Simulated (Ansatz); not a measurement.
Ansatz (an electronic-structure program) input (PBE/def2-TZVPD):

Ansatz 0.2 input:
```yaml
crystal:
  periodic: [false, false, false]
  atoms:
    - {symbol: N, position_ang: [0.00224146, -0.00382052, 0.11155442]}
    - {symbol: H, position_ang: [-0.00202883, 0.95117179, -0.22808750]}
    - {symbol: H, position_ang: [0.80949996, -0.46442426, -0.29287493]}
    - {symbol: H, position_ang: [-0.82316134, -0.46000387, -0.25991854]}
basis:
  gaussian:
    orbitals: def2-TZVPD
hamiltonian:
  xc: {name: PBE}
output: {forces: true}
```

End of the output:

```
332 factors; their error is unknown
mean field: 0.10 GiB planned
mean field evaluation 1: about -1529.5842 eV, gradient 6.6e1 eV
mean field evaluation 2: about -1502.5971 eV, gradient 1.1e2 eV
mean field evaluation 4: about -1537.7291 eV, gradient 1.9e0 eV
mean field evaluation 8: about -1537.7256 eV, gradient 3.1e-2 eV
mean field -1537.72557498 eV, -56.5103725728 hartree, gradient 1.6e-5 eV, S^2 0.000000; 0 other end points of the search recorded, 0 dependent functions left out
the calculation of the forces begins
reference -1537.72560210 eV, -56.5103735695 hartree; 5, 5 occupied and 59, 59 virtual orbitals, 332 factors
Total energy: -1537.72560210 eV, -56.5103735695 hartree
Atom 0 at     0.002241    -0.003821     0.111554 Å, force     0.009254    -0.015772     0.460529 eV/Å
Atom 1 at    -0.002029     0.951172    -0.228087 Å, force    -0.002064     0.306424    -0.143216 eV/Å
Atom 2 at     0.809500    -0.464424    -0.292875 Å, force     0.257320    -0.146034    -0.163923 eV/Å
Atom 3 at    -0.823161    -0.460004    -0.259919 Å, force    -0.264510    -0.144617    -0.153390 eV/Å
Dipole moment:    -0.006019     0.010260    -0.299582 e Å
```
